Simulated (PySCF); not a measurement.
Compound: C6H7 (doublet state).
Numbering: `[H]/[C:1]=[C:2](/[CH3:3])[C:4]#[C:5][CH3:6]` (hydrogens: H7 on C1; H8, H9, H10 on C3; H11, H12, H13 on C6)

Cartesian coordinates in Å at the GFN2-xTB level; atoms count from 1:
```
atom  x, y, z in Å
C1     1.7679    1.3928    0.8107
C2     1.2951    0.3426    0.1970
C3     2.1294   -0.7357   -0.4381
C4    -0.1215    0.1718    0.0994
C5    -1.3193    0.0723    0.0418
C6    -2.7537   -0.0875   -0.0458
H7     1.3822    2.2491    1.3130
H8     3.1867   -0.5180   -0.3126
H9     1.8998   -0.8039   -1.5009
H10    1.9024   -1.6982    0.0192
H11   -3.0109   -0.7208   -0.8949
H12   -3.2300    0.8847   -0.1731
H13   -3.1325   -0.5489    0.8664
```

The calculation used UKS B3LYP, pcH-1 on C H, non-relativistic, mean-field spin-orbit, GIAO (PySCF). Isolated species at its GFN2-xTB geometry, gas phase. GFN2-xTB frequencies show an imaginary mode (24i cm⁻¹), so this geometry is no minimum at that level. A GFN2-xTB geometry isn't a minimum of the functional, and hyperfine couplings can be far from their values at a DFT geometry. No stability test was run, so a lower SCF solution isn't excluded.

Mulliken spin populations: C1 +1.064, C2 -0.155, C3 +0.036, C4 +0.045, C5 +0.006, C6 +0.001, H7 +0.008, H8 +0.002, H9 -0.003, H10 -0.003, H11 +0.001, H12 +0.001, H13 -0.002.

(1) What dipolar couplings does the calculation give for H8, H9, H10, H11, H12, H13?

(2) Estimate them with point dipoles: put each population ρk at its nucleus, leave out the nucleus itself and the atom bound to it, and sum T = Σ [ρk/(2S)]·C·(3 n nᵀ − 1)/r³ with C = μ0 gₑ μB g_N μN/(4π h) = 79.06 MHz Å³.

(3) If all the spin sat on C1, T∥ = 2C/r³. What distance does the computed T3 of H11 then imply?

Results:

(1) 
```tsv
atom	position	distance from C1 (Å)	T1 (MHz)	T2	T3
H8	3 bonds from C1	2.63	-6.02	-2.66	8.69
H9	3 bonds from C1	3.19	-2.79	-1.97	4.76
H10	3 bonds from C1	3.19	-2.79	-1.96	4.75
H11	5 bonds from C1	5.50	-0.55	-0.50	1.05
H12	5 bonds from C1	5.12	-0.63	-0.44	1.07
H13	5 bonds from C1	5.27	-0.55	-0.45	1.00
```

(2) 
```
atom  T1 (MHz)     T2    T3  T3, computed  difference in T3 (%)
  H8     -4.52  -3.45  7.97          8.69                    -8
  H9     -1.84  -1.40  3.24          4.76                   -32
 H10     -1.84  -1.40  3.23          4.75                   -32
 H11     -0.62  -0.51  1.13          1.05                    +7
 H12     -0.73  -0.58  1.32          1.07                   +23
 H13     -0.63  -0.56  1.19          1.00                   +19
```

(3) r = (2 × 79.06/1.05)^(1/3) = 5.32 Å, against 5.50 Å in the structure.

The run took 50 s (with the writing of density and orbital grids) on one thread of an Arm Neoverse N1, no GPU (shared host), and the process peaked at 0.75 GiB of memory.
